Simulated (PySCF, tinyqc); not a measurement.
Worked calculation (part 2 of 2): RKS/exchange-only LDA in the sto-6g basis, for CH2, spin multiplicity 1. The lowest restricted solution is unstable here: a spin-polarised one lies 0.0171 hartree lower (PySCF). Computed by tinyqc, a small Python program that keeps every step (integrals from PySCF). Command: `OMP_NUM_THREADS=1 python tinyqc.py 30348 30349 out.jsonl` (the two numbers bound the seeds that draw the settings). One thread of a shared host (Intel(R) Xeon(R) Processor @ 2.60GHz), about 0.5 s of CPU time with the checks.

Geometry (angstrom):
```
atom,x,y,z
C,0.000000,0.000000,0.000000
H,0.000000,1.104000,0.799000
H,0.000000,-1.104000,0.799000
```

## Populations, bond orders and dipole

D after iteration 8, lower triangle:
```
,1C 1s,1C 2s,1C 2px,1C 2py,1C 2pz,2H 1s,3H 1s
1C 1s,2.112738
1C 2s,-0.466113,1.984484
1C 2px,0.000000,0.000000,0.000000
1C 2py,0.000000,0.000000,0.000000,0.604693
1C 2pz,0.123085,-0.590653,0.000000,0.000000,1.042419
2H 1s,-0.027282,-0.040614,0.000000,0.511343,0.535604,0.749859
3H 1s,-0.027282,-0.040614,0.000000,-0.511343,0.535604,-0.114950,0.749859
```

overlap S, lower triangle:
```
,1C 1s,1C 2s,1C 2px,1C 2py,1C 2pz,2H 1s,3H 1s
1C 1s,1.000000
1C 2s,0.243228,1.000000
1C 2px,0.000000,0.000000,1.000000
1C 2py,0.000000,0.000000,0.000000,1.000000
1C 2pz,0.000000,0.000000,0.000000,0.000000,1.000000
2H 1s,0.034599,0.347695,0.000000,0.295503,0.213865,1.000000
3H 1s,0.034599,0.347695,0.000000,-0.295503,0.213865,0.085470,1.000000
```

Mulliken: Z minus the diagonal of D S on the atom; Loewdin: the same with S^(1/2) D S^(1/2); Mayer order: 2 sum_s sum (D(s) S)_ij (D(s) S)_ji over the two atoms.

Charges (e):
```
atom,Mulliken,Loewdin
1C,-0.018761,0.015092
2H,0.009380,-0.007546
3H,0.009380,-0.007546
```

Mayer bond orders:
```
pair,order
2-1,0.989410
3-1,0.989410
3-2,0.010502
```

dipole moment about the origin, x y z (debye): 0.000000  0.000000  1.188632
